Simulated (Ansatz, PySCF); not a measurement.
C4H6. Atoms are numbered in the order given.

```xyz
10

C     -0.1091     1.8510     0.0000
C      0.4009     0.6058     0.0000
C     -0.4009    -0.6058     0.0000
C      0.1091    -1.8510     0.0000
H     -1.1918     2.0188     0.0000
H      0.5344     2.7347     0.0000
H      1.4909     0.4692     0.0000
H     -1.4909    -0.4692     0.0000
H     -0.5344    -2.7347     0.0000
H      1.1918    -2.0188     0.0000
```

Geometry optimised at r2SCAN-D4/def2-SVP. The values are those of a single conformer.

Vertical ionisation energy (IE) and electron affinity (EA) in eV. Rows of orbital energies are one-electron estimates. Where ΔSCF, EOM or ADC give a negative EA the extra electron is unbound and the value depends on the basis.

```tsv
level	IE	EA
−ε(HOMO), −ε(LUMO), B3LYP/def2-TZVP (PySCF)	6.57	1.15
−ε(HOMO), −ε(LUMO), PBE/def2-TZVP (PySCF)	5.81	1.89
ΔSCF, CAM-B3LYP/def2-SVPD (Ansatz), final states of multiplicity 2 and 2	8.93	-0.96
ΔSCF, PBE/def2-SVPD (Ansatz), final states of multiplicity 2 and 2	?	?
```

Problem. Complete the blanks. (An estimate is asked for; the answer gives what the named calculation found.)

Solution. 
- ΔSCF, PBE/def2-SVPD (Ansatz, an electronic-structure program), final states of multiplicity 2 and 2, IE: 8.90
- ΔSCF, PBE/def2-SVPD (Ansatz), final states of multiplicity 2 and 2, EA: -0.92

Problem. What vertical singlet–triplet gap does ΔSCF give with CAM-B3LYP/def2-SVPD (Ansatz) and with PBE/def2-SVPD (Ansatz)? (The exact figures need the calculation; the answer reports its results.)

Solution. 3.22 and 3.15 eV (triplet above singlet where positive).
